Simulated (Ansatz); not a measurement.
C$_{5}$H$_{10}$O$_{2}$ (`CC(=O)OC(C)C`), 17 atoms. The species carries charge 0 and has multiplicity 1. Hardware: A = 2 threads of an AMD EPYC 7R13 on a shared host; B = 2 threads of an AMD EPYC 7R13 on a shared host and a share of an NVIDIA H100 80 GB. Correlated methods freeze the cores. Open-shell runs search over several starts.

Problem. Give the basis size and wall time and peak host memory of each of these runs in Ansatz. RKS PBE0-D4/def2-TZVP relaxation (7 steps) [B]; RKS B3LYP-D4/def2-TZVPP energy and forces [B]; RKS CAM-B3LYP-D4/def2-TZVPP energy [B]; RKS PBE0-D4/def2-QZVPP energy [B]; UKS PBE0-D4/def2-TZVPP energy of the cation [B]; UKS ωB97X-V/def2-TZVPP energy of the cation [B]; RHF-CCSD(T)/def2-SVP energy [B]; RKS PBE0-D4/def2-SVP energy [A]; UKS r2SCAN-D4/def2-TZVPP energy of the cation [B]; UHF-MP2/def2-QZVPP energy of the cation [B]; UKS B2PLYP (frozen core)/def2-TZVPP energy of the cation [B]; UHF-CCSD(T)/def2-TZVPP energy of the cation [B]. (Best estimate.)

Solution. Ansatz gave: Other jobs shared the machine, so times are rough.

```tsv
level	job	functions	wall time	peak host memory (GiB)
RKS PBE0-D4/def2-SVP	energy [A]	148	2.7 s	0.67
RKS PBE0-D4/def2-QZVPP	energy [B]	699	3.2 s	1.2
RHF-CCSD(T)/def2-SVP	energy [B]	148	3.2 s	0.79
RKS B3LYP-D4/def2-TZVPP	energy and forces [B]	357	4.8 s	0.91
UKS B2PLYP (frozen core)/def2-TZVPP	energy of the cation [B]	357	5.5 s	1.7
RKS CAM-B3LYP-D4/def2-TZVPP	energy [B]	357	6 s	0.89
UKS PBE0-D4/def2-TZVPP	energy of the cation [B]	357	7.5 s	0.93
UKS ωB97X-V/def2-TZVPP	energy of the cation [B]	357	7.5 s	1.1
UKS r2SCAN-D4/def2-TZVPP	energy of the cation [B]	357	11 s	1
RKS PBE0-D4/def2-TZVP	relaxation (7 steps) [B]	277	11 s	0.91
UHF-MP2/def2-QZVPP	energy of the cation [B]	699	15 s	1.4
UHF-CCSD(T)/def2-TZVPP	energy of the cation [B]	357	92 s	1.6
```

B3LYP here is the variant with VWN-RPA as its local correlation; programs differ in this.
